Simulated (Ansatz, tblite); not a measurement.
# The cluster NiO2: rung by rung

How do method and basis change the picture of the cluster NiO2 (singlet)?

Computed with Ansatz 0.2.0, Gaussian basis. Level: as each input shows.

The runs, in order: GFN1-xTB, GFN2-xTB, PBE-D4/def2-TZVP, r2SCAN-D4/def2-TZVP, B2PLYP/def2-TZVP, r2SCAN0-D4/def2-TZVP, ωB97M-V/def2-TZVP, ωB97X-V/def2-TZVP, PBE-QIDH/def2-TZVP, PBE-D4/def2-SVP, PBE0-D4/def2-SVP, HF/STO-3G, PBE0-D4/def2-TZVPD, PBE-D4/def2-TZVPD, r2SCAN-D4/def2-TZVPD, CCSD(T)/def2-TZVPP, MP2/def2-TZVP, RPA/def2-TZVP, CCSD(T)/def2-TZVPD.

## Step 1: The structure

The geometry is that of the singlet, from an earlier relaxation (r2SCAN-D4/def2-TZVP). At that level it is the lowest of the isomers that a small search found.

3 atoms, charge 0, spin multiplicity 1.

Bond lengths: Ni1–O2 1.583 Å, Ni1–O3 1.583 Å. Angles: O2–Ni1–O3 160.7°.

No spin-orbit coupling is included.

PBE0-D4/def2-TZVP was run before; its log isn't repeated, and its numbers join the tables.

## Step 2: GFN1-xTB

Tight binding, by tblite at 300 K electronic temperature and without a spin-polarisation term:

```python
tblite.interface.Calculator('GFN1-xTB', numbers, positions, charge=0, uhf=0).singlepoint()
```

Energy -362.3329 eV, HOMO -14.63 eV, LUMO -13.92 eV; 0.002 s.

## Step 3: GFN2-xTB

Tight binding, by tblite at 300 K electronic temperature and without a spin-polarisation term:

```python
tblite.interface.Calculator('GFN2-xTB', numbers, positions, charge=0, uhf=0).singlepoint()
```

Energy -346.1995 eV, HOMO -11.58 eV, LUMO -11.19 eV; 0.001 s.

## Step 4: PBE-D4/def2-TZVP

start.molden holds the orbitals of an earlier run on this state, given as this run's starting guess.

in.yaml

```yaml
crystal:
  periodic: [false, false, false]
  atoms:
    - {symbol: Ni, position_ang: [0.163008, -0.059805, 0.033991]}
    - {symbol: O, position_ang: [-0.002161, -0.571180, -1.455134]}
    - {symbol: O, position_ang: [-0.160857, 0.630974, 1.421152]}
basis:
  gaussian: {orbitals: def2-TZVP, initial_orbitals: start.molden}
hamiltonian: {xc: pbe, dispersion: d4}
scf: {omitted_lower_state_checks: [starts]}
output: {orbitals: {seedname: orbitals}}
```

Command:

```bash
$ ansatz run in.yaml --threads 4 --pin off --events-out ev --progress --plain --max-ram 3916MiB
```

Further steps of the session: r2SCAN-D4/def2-TZVP; B2PLYP/def2-TZVP; r2SCAN0-D4/def2-TZVP; ωB97M-V/def2-TZVP; ωB97X-V/def2-TZVP; PBE-QIDH/def2-TZVP; PBE-D4/def2-SVP; PBE0-D4/def2-SVP; HF/STO-3G; PBE0-D4/def2-TZVPD; PBE-D4/def2-TZVPD; r2SCAN-D4/def2-TZVPD; CCSD(T)/def2-TZVPP; MP2/def2-TZVP; RPA/def2-TZVP; CCSD(T)/def2-TZVPD.

**Question.** What will the summary of the whole plan be? Wanted: gap in def2-TZVP, named functionals, smallest and largest; correlation energy, CCSD(T)/def2-TZVPP; correlation energy, MP2/def2-TZVP; correlation energy, CCSD(T)/def2-TZVPD; binding an atom, functionals in def2-TZVP; PBE0 total energy, smallest basis above largest.

**Answer**, as computed:

| quantity | value |
| --- | --- |
| gap in def2-TZVP, named functionals, smallest and largest | 0.43 eV (PBE-D4), 8.28 eV (ωB97M-V) |
| correlation energy, CCSD(T)/def2-TZVPP | -37.12 eV |
| correlation energy, MP2/def2-TZVP | -33.45 eV |
| correlation energy, CCSD(T)/def2-TZVPD | -33.44 eV |
| binding an atom, functionals in def2-TZVP | 1.54 (r2SCAN0-D4) to 2.89 eV (PBE-D4) |
| PBE0 total energy, smallest basis above largest | 11.21 eV (def2-SVP, def2-TZVPD) |

What this shows: Over the named functionals in def2-TZVP the gap runs from 0.43 eV (PBE-D4) to 8.28 eV (ωB97M-V); exact exchange widens it. Notes on CCSD(T)/def2-TZVPP and its Hartree-Fock reference, which MP2 shares: large T1 diagnostic, restricted state is unstable towards broken spin symmetry, state flagged by the program.
